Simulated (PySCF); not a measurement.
CF₄ (singlet). All numbers come from B3LYP/[C def2-TZVP, F def2-TZVP], no relativity, density fitting, PySCF.

Harmonic bands of its minimum:

```csv
ω (cm⁻¹),"IR (km/mol, summed over degenerate members)",degeneracy
428,0.0,2
622,9.7,3
900,0.0,1
1250,1254,3
```

Question: The central atom is C. Infer the point group and assign the bands.

Answer: Td. The modes span e + 2t2 + a1: 428 e, 622 t2, 900 a1, 1250 t2. The computed geometry has C–F 1.326 Å (×4); F–C–F 109.5° (×6).
